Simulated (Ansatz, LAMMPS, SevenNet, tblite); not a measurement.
3C-SiC, zone-centre TO phonon frequency

Reference value: 796 cm⁻¹ (measured, temperature not stated, not corrected to a static lattice; as tabulated in Wang et al. (1996), arXiv:mtrl-th/9510002).

| level (code) | value (cm⁻¹) | cell (Å³/atom) |
|---|---|---|
| EDIP SiC.edip (LAMMPS) | 1094 | 10.38 |
| MEAM SiC.meam (LAMMPS) | 1504 | 10.36 |
| Tersoff SiC_Erhart-Albe.tersoff (LAMMPS) | 974 | 10.36 |
| GFN1-xTB (tblite) | 688 | 11.27 |
| SevenNet-l3i5 (SevenNet) | [?] | 10.50 |
| LDA (Ansatz) | 798 | 10.14 |
| PBE (Ansatz) | [?] | 10.50 |
| r²SCAN (Ansatz) | 798 | 10.33 |

### Question
What belongs in the gaps?

### Answer

- SevenNet-l3i5 (SevenNet), value (cm⁻¹): 694
- PBE (Ansatz, a quantum-chemistry and plane-wave program), value (cm⁻¹): 775

Differences against the reference: EDIP SiC.edip +37 %, MEAM SiC.meam +89 %, Tersoff SiC_Erhart-Albe.tersoff +22 %, GFN1-xTB -13.6 %, SevenNet-l3i5 -12.8 %, LDA +0.3 %, PBE -2.6 %, r²SCAN +0.3 %.

Leaving aside EDIP SiC.edip, MEAM SiC.meam, Tersoff SiC_Erhart-Albe.tersoff, which can be fitted to such values or carry a doubt: Nearest, and too close to rank with a margin of 3.0 % (twice that across the reference) picked here for doubts on the reference and the settings, and for temperature and zero-point motion: LDA (+0.3 %), r²SCAN (+0.3 %), PBE (-2.6 %). Farthest off: GFN1-xTB (-13.6 %), SevenNet-l3i5 (-12.8 %). Within 10 %: LDA, PBE, r²SCAN.

The measured value isn't corrected to a static lattice, so vibrations enter the comparison.  GFN1-xTB: the method was fitted mainly to molecules. GFN1-xTB: the run uses a supercell at the zone centre in place of a k mesh. Each level is taken at its own relaxed cell. Cutoffs and k meshes differ between the levels. Ansatz's density-functional and Hartree–Fock values are scalar-relativistic unless marked +SOC, with PAW data made under PBE.

Empirical potentials (EDIP SiC.edip, MEAM SiC.meam, Tersoff SiC_Erhart-Albe.tersoff) are fitted to chosen data, which need not cover the solid at hand: agreement can be built in, and what lay outside the fit can be far off. Machine-learned potentials (SevenNet-l3i5) are trained on DFT data, which may include these solids.

Differences are worked out from the printed values.
